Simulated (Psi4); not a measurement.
Conformational energy of C2H4O2, SMILES COC=O. Scanned: dihedral C1–O2–C3–O4; all other coordinates were relaxed at B3LYP-D3(BJ)/def2-SVP. Points at φ and −φ are mirror images. Heavy atoms are numbered in the order of the SMILES COC=O, hydrogens after them in the order of the atoms that carry them; the mirror image has the same energies with the sign of each dihedral reversed.

Methods: HF/cc-pVTZ // B3LYP-D3(BJ)/def2-SVP (Psi4); MP2/cc-pVTZ = DF-MP2 (frozen core)/cc-pVTZ // B3LYP-D3(BJ)/def2-SVP (Psi4).

Energies relative to the lowest point of each profile, in kJ/mol:

```csv
φ / °,HF/cc-pVTZ
-150,28.9
-120,43.2
-90,50.9
-60,38.2
-30,13.1
0,0.0
30,13.1
60,38.2
90,50.9
120,43.2
150,28.9
180,23.8
```

**Question.** What does MP2/cc-pVTZ give at the same points?

**Answer.** -150: 29.5; -120: 47.9; -90: 58.9; -60: 43.5; -30: 14.7; 0: 0.0; 30: 14.7; 60: 43.5; 90: 58.9; 120: 47.9; 150: 29.5; 180: 22.5 (kJ/mol).
